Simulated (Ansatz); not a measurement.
# PH2+ (quintet): wave-function methods side by side, def2-QZVPP

The task here is to estimate one member of a computed series from the others.

Method: def2-QZVPP, core rule «outside noble gas», up to 5 orbitals frozen; program: Ansatz 0.2.0, Gaussian basis.

To be run: UHF; ROHF; CCSD(T) on UHF.

2 further runs of the same task are left out: 2 set aside as unsound or not needed.

## What is computed

The geometry is a PBE0/def2-TZVP stationary point (not a proven minimum) of the parent state, kept for this charge and spin.

3 atoms, charge 1, spin multiplicity 5.

Atoms are counted from 1 here; the program's logs count them from 0.

Bond lengths: P1–H2 1.416 Å, P1–H3 1.416 Å. Angles: H2–P1–H3 122.2°.

Set-up of the first run:

in.yaml reads:

```yaml
crystal:
  periodic: [false, false, false]
  atoms:
    - {symbol: P, position_ang: [0.000000, -0.041813, 0.000000]}
    - {symbol: H, position_ang: [0.000000, 0.642452, -1.239718]}
    - {symbol: H, position_ang: [0.000000, 0.642452, 1.239718]}
basis:
  gaussian: {orbitals: "def2-QZVPP.json"}
total_charge: 1
magnetization: {spin_polarized: true, initial_magnetization: 4}
hamiltonian: {xc: hf}
output: {orbitals: {seedname: orbitals}}
```

On the command line:

```
> ansatz run in.yaml --threads 1 --pin off --events-out ev --progress --plain --max-ram 4096MiB --backend cpu
```

Steps of the session up to this table: UHF; ROHF; CCSD(T) on UHF.

One of the session's tables, all rows but one given; the rest of the session is left out.

| method | from UCCSD(T) (meV) |
| --- | --- |
| ROHF | +3360.5 |
| UHF | ? |
| UMP2 | +662.9 |
| UCCSD | +131.9 |
| UCCSD(T) | 0 |

Estimate the missing values for UHF.

The run gave: from UCCSD(T) (meV): +3273.6. In the column «from UCCSD(T) (meV)» it lies between UMP2 (+662.9) and ROHF (+3360.5).
